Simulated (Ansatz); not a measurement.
System: bcc Nb. Method: r²SCAN-D4 in Ansatz (plane waves, PAW).

Settings: plane-wave cutoff 500 eV, 30×30×30 k mesh, Fermi–Dirac smearing 0.1 eV, no spin polarisation, scalar-relativistic PAW data made under PBE.

Computed at the level's own relaxed cell.

Question: Give the computed equilibrium volume per atom and lattice parameter a.

Answer: 
- equilibrium volume per atom: 17.95 Å³/atom
- lattice parameter a: 3.299 Å

Measured, for comparison: equilibrium volume per atom 17.87 Å³/atom, lattice constant a 3.294 Å (static lattice: zero-point anharmonic expansion removed; as tabulated in Mejia-Rodriguez and Trickey (2018), arXiv:1807.09216). Computed (rounded) less measured: equilibrium volume per atom +0.4 %, lattice constant a +0.2 %.

The computed numbers hold no vibrational or temperature effects.

Ansatz is a first-principles code.
